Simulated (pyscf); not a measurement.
Optimised with ωB97X-D3(BJ)/def2-SVP in PySCF. MP2 and CC: frozen core, UHF for open shells. ΔMP2 is the change of the MP2 total energy from the triple- to the quadruple-zeta basis.

vinyl chloride (H₂C=CH–Cl) → H₃C–C:–Cl [singlet]
Surface: singlet. Broken: C–H. Formed: C–H. Give ΔE‡ and ΔE from CCSD(T)/def2-TZVPP + ΔMP2(QZVPP), relative to the reactant's lowest minimum found.

ΔE‡ = 71.2 kcal/mol, ΔE = +57.4 kcal/mol. Zero-point energy shifts the barrier by -3.2 kcal/mol. It is a hydrogen shift, with an imaginary mode of 1214i cm⁻¹. One saddle was located; it need not be the lowest between these sides. A restricted singlet here is unstable towards spin polarisation, as is usual where a triplet lies low; its energy is less safe. The CCSD(T) − MP2 part came from Ansatz, without density fitting, on the same reference.
